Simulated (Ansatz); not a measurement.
# AlH5SSi: a ladder of functionals and wavefunction methods

An exercise on one series of results from a longer session: the logs are not shown, and one member is left open.

Computed with Ansatz 0.2.0, Gaussian basis. Level: functionals in def2-TZVPP, the program's frozen cores in correlated methods.

Levels to be run: LDA (SPW92), PBE-D4, revPBE-D4, BLYP-D4, r2SCAN-D4, B97M-V, PBE0-D4, B3LYP-D4, r2SCANh-D4, r2SCAN0-D4, HSE06-D4, BHLYP-D4, CAM-B3LYP-D4, LC-ωPBE, ωB97X-V, ωB97M-V, B2PLYP, PBE-QIDH; CCSD(T)/def2-SVP; CCSD(T)/def2-TZVPP; MP2/def2-QZVPP; extrapolation to the limit; RPA on PBE.

1 further run of the same task is left out (it didn't finish).

## The geometry

All runs share one geometry, relaxed beforehand with PBE0-D4 in a triple-zeta def2 set.

SMILES `[SiH3][AlH][SH]`, 8 atoms, charge 0, spin multiplicity 1.

Atoms are counted from 1 here; the program's logs count them from 0.

Bond lengths: Si1–Al2 2.447 Å, Si1–H4 1.489 Å, Si1–H5 1.491 Å, Si1–H6 1.491 Å, Al2–S3 2.185 Å, Al2–H7 1.585 Å, S3–H8 1.344 Å. Angles: Al2–Si1–H4 111.9°, Al2–Si1–H5 110.7°, Al2–Si1–H6 110.9°, H4–Si1–H5 108.0°, H4–Si1–H6 108.0°, H5–Si1–H6 107.2°, Si1–Al2–S3 116.7°, Si1–Al2–H7 125.6°, S3–Al2–H7 117.7°, Al2–S3–H8 94.3°.

Coordinates:

```xyz
8
charge 0, multiplicity 1
Si   -0.98650    1.18478   -0.12775
Al    0.86080   -0.41872   -0.06302
S     0.37470   -2.44910    0.58167
H    -2.26109    0.58383    0.35302
H    -1.20667    1.67859   -1.51745
H    -0.68852    2.37384    0.72100
H     2.36615   -0.10852   -0.45028
H     1.63323   -2.90170    0.44689
```

Set-up of the first run:

Contents of in.yaml:

```yaml
crystal:
  periodic: [false, false, false]
  atoms:
    - {symbol: Si, position_ang: [-0.986498, 1.184784, -0.127749]}
    - {symbol: Al, position_ang: [0.860799, -0.418721, -0.063015]}
    - {symbol: S, position_ang: [0.374700, -2.449101, 0.581674]}
    - {symbol: H, position_ang: [-2.261088, 0.583826, 0.353021]}
    - {symbol: H, position_ang: [-1.206670, 1.678588, -1.517446]}
    - {symbol: H, position_ang: [-0.688524, 2.373842, 0.721001]}
    - {symbol: H, position_ang: [2.366153, -0.108521, -0.450278]}
    - {symbol: H, position_ang: [1.633230, -2.901697, 0.446892]}
basis:
  gaussian: {orbitals: def2-TZVPP}
hamiltonian: {xc: lda}
output: {orbitals: {seedname: orbitals}}
```

Started as:

```bash
> ansatz run in.yaml --threads 2 --pin off --events-out ev --progress --plain --max-ram 4352MiB
```

Among the steps run: LDA; PBE-D4 (GGA); revPBE-D4 (GGA); BLYP-D4 (GGA); r2SCAN-D4 (meta-GGA); B97M-V (meta-GGA); B3LYP-D4 (hybrid); r2SCANh-D4 (hybrid); r2SCAN0-D4 (hybrid); HSE06-D4 (hybrid); BHLYP-D4 (hybrid); CAM-B3LYP-D4 (range-separated); LC-ωPBE (range-separated); ωB97X-V (range-separated); ωB97M-V (range-separated); B2PLYP (double hybrid); PBE-QIDH (double hybrid).

One table of the session follows, with a row left open; its other results are not shown here.

It belongs to the step «Orbital energies across the functionals». 

```
  functional  HOMO (eV)  LUMO (eV)  gap (eV)
 LDA (SPW92)      -6.79      -2.70      4.09
      PBE-D4      -6.72      -2.51      4.21
   revPBE-D4      -6.67      -2.42      4.25
     BLYP-D4      -6.53      -2.34      4.18
   r2SCAN-D4      -6.97      -2.29      4.68
      B97M-V      -7.03      -2.44      4.59
     PBE0-D4      -7.81      -1.78      6.03
    B3LYP-D4      -7.61      -1.93      5.68
  r2SCANh-D4      -7.37      -2.04      5.33
  r2SCAN0-D4      -7.97      -1.66      6.31
    HSE06-D4      -7.42      -2.15      5.27
    BHLYP-D4      -8.79      -0.96      7.83
CAM-B3LYP-D4          ?          ?         ?
     LC-ωPBE     -10.40       0.22     10.61
     ωB97X-V     -10.07       0.13     10.20
     ωB97M-V      -9.80      -0.10      9.69
```

Estimate the missing values for CAM-B3LYP-D4.

As computed: HOMO (eV): -9.07; LUMO (eV): -0.79; gap (eV): 8.28. In the column «HOMO (eV)» it lies between ωB97M-V (-9.80) and BHLYP-D4 (-8.79).
